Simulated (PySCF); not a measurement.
# The C–H bond energy of CH₄

Computed with PySCF, PBE, basis C def2-TZVP, H def2-TZVP (no relativity, density fitting).

Each entry is the lowest minimum that a search over a few typed start shapes (and spin states, where more than one is plausible) found, or that minimum re-optimised at the stated level; isomers with ligand–ligand bonds, or fragments after loss of a ligand pair, can lie lower.

Total energies (Eh), which compare only within these settings: H atom -0.49964.

```tsv
species	2S+1	group	E (Eh)	ZPE (kJ/mol)
CH₃	2	D3h	-39.78814	76.4
CH₄	1	Td	-40.46307	114.4
```

Question: What are De and D0 for CH₄ → CH₃ + H?

Answer: De = [(-39.78814) + (-0.49964) − (-40.46307)] × 2625.5 = 460 kJ/mol. The zero-point energy changes by -38.0 kJ/mol, so D0 = 422 kJ/mol.

Atoms and open shells are unrestricted, without spin–orbit or basis-set superposition corrections.
